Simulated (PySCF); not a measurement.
## Variants of one PySCF input: H7S⁻

Base input, run as `OMP_NUM_THREADS=1 python input.py` with PySCF 2.14:

```python
from pyscf import gto, dft

mol = gto.M(
    atom='S -0.1051 -0.0303 0.0165; H -0.421 -0.2042 1.5799; H 0.0146 0.005 -1.5858; H 3.019 1.1786 -0.2165; H 2.3065 0.958 -0.118; H -1.1187 1.2122 -0.0384; H -1.1721 -0.7789 -0.1789; H 0.7138 -1.4131 0.0349',
    basis='lanl2dz',
    ecp={'S': 'lanl2dz'},
    charge=-1,
    spin=0,
    verbose=4,
)
mf = dft.RKS(mol, xc='bp86')
mf.kernel()
g = mf.nuc_grad_method()
g.grid_response = True
g.kernel()
mf.dip_moment()
print('orbital energies (hartree):', mf.mo_energy[..., max(0, mol.nelec[1]-3):mol.nelec[0]+3].round(4))
```

Base result: E(SCF) = -14.033599 Eh, 10 cycles. The basis has no diffuse functions, which an anion needs. The dipole of an ion depends on the origin.

Hardware: Arm Neoverse N1, 1 thread, shared host. Wall time 4.5 s, peak memory 0.2 GiB.

Each row names what differs from the base; energies in brackets are changes from the base.

```tsv
change	result	wall time (s)
charge: -1 → -2; spin (2S): 0 → 1; SCF type: RKS → UKS [another spin of the ion may lie lower] [no diffuse functions for the anion]	E(SCF) = -13.742633 Eh (+7.9176 eV), 12 cycles, ⟨S²⟩ = 0.751	6.4
geometry: coordinates × 1 → coordinates × 0.93	E(SCF) = -13.979383 Eh (+1.4753 eV), 9 cycles	4.2
spin-free X2C: off → on [unsound on purpose]	stops with NotImplementedError	0.99
step after the SCF: gradient → mp2; SCF type: RKS → RHF; functional: bp86 → none (Hartree–Fock); frozen orbitals: default → 0	E(SCF) = -13.512264 Eh, 8 cycles, E(MP2) − E(SCF) = -0.12400 Eh	1.3
Cartesian functions: off → on	E(SCF) = -14.033599 Eh (+0.0000 eV), 10 cycles	4.4
geometry: coordinates × 1 → coordinates × 1.25	E(SCF) = -14.009788 Eh (+0.6479 eV), 13 cycles	4.7
step after the SCF: gradient → cisd; SCF type: RKS → RHF; functional: bp86 → none (Hartree–Fock); frozen orbitals: default → 0	E(SCF) = -13.512264 Eh, 8 cycles, E(CISD) − E(SCF) = -0.15264 Eh	1.3
cycle limit: 50 → 1 [unsound on purpose]	not converged: SCF after 1 cycles	2.8
functional: bp86 → tpss	E(SCF) = -13.999431 Eh, 9 cycles	5.8
length unit: angstrom → bohr [unsound on purpose]	E(SCF) = -10.882338 Eh (+85.7502 eV), 9 cycles	4.4
functional: bp86 → hf,lyp	E(SCF) = -13.844580 Eh, 8 cycles	3.9
```

Task: Order these changes by how far they move the SCF energy from the base, largest first: (1) Cartesian functions: off → on; (2) geometry: coordinates × 1 → coordinates × 0.93; (3) geometry: coordinates × 1 → coordinates × 1.25.

Result: (2) +1.4753 eV, (3) +0.6479 eV, (1) +0.0000 eV.
